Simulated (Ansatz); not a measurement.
Reaction (SMILES): [C-]#[NH+] (C-NH) + 3 [H][H] (H2) → C (CH4) + N (NH3)
B3LYP-D3(BJ)/def2-TZVP geometries, fixed; electronic energies without zero-point terms.

Basis-set convergence of the energy of full hydrogenation at B2PLYP with Ansatz (a quantum-chemistry and plane-wave program). Cartesian d functions, on some or all atoms, in 6-31G*, 6-31G**, 6-31+G*; all else is spherical. Cores are frozen. No added dispersion term, no relativity. Functions are those of the species that has most. Reference: the value in aug-pcseg-3, -92.06 kcal/mol, itself unsure by roughly 0.08 kcal/mol (its mean distance from aug-cc-pVQZ, def2-QZVPPD, pcseg-3). Deviations are taken from unrounded values.

```json
[
 {"basis": "STO-3G", "functions": "11", "energy of full hydrogenation (kcal/mol)": "-97.03", "minus reference (kcal/mol)": "-4.97"},
 {"basis": "6-31G*", "functions": "32", "energy of full hydrogenation (kcal/mol)": "-87.65", "minus reference (kcal/mol)": "4.40"},
 {"basis": "6-31G**", "functions": "35", "energy of full hydrogenation (kcal/mol)": "-90.69", "minus reference (kcal/mol)": "1.37"},
 {"basis": "6-31+G*", "functions": "40", "energy of full hydrogenation (kcal/mol)": "-88.86", "minus reference (kcal/mol)": "3.20"},
 {"basis": "6-311+G**", "functions": "50", "energy of full hydrogenation (kcal/mol)": "-90.59", "minus reference (kcal/mol)": "1.46"},
 {"basis": "aug-cc-pVDZ", "functions": "59", "energy of full hydrogenation (kcal/mol)": "-95.88", "minus reference (kcal/mol)": "-3.82"},
 {"basis": "def2-TZVP", "functions": "68", "energy of full hydrogenation (kcal/mol)": "-88.78", "minus reference (kcal/mol)": "3.28"},
 {"basis": "def2-TZVPD", "functions": "83", "energy of full hydrogenation (kcal/mol)": "-89.82", "minus reference (kcal/mol)": "2.24"},
 {"basis": "pcseg-2", "functions": "86", "energy of full hydrogenation (kcal/mol)": "-92.04", "minus reference (kcal/mol)": "0.02"},
 {"basis": "def2-TZVPP", "functions": "87", "energy of full hydrogenation (kcal/mol)": "-91.11", "minus reference (kcal/mol)": "0.95"},
 {"basis": "def2-TZVPPD", "functions": "105", "energy of full hydrogenation (kcal/mol)": "-92.02", "minus reference (kcal/mol)": "0.03"},
 {"basis": "aug-pcseg-2", "functions": "138", "energy of full hydrogenation (kcal/mol)": "-92.46", "minus reference (kcal/mol)": "-0.40"},
 {"basis": "aug-cc-pVQZ", "functions": "264", "energy of full hydrogenation (kcal/mol)": "-91.95", "minus reference (kcal/mol)": "0.10"}
]
```
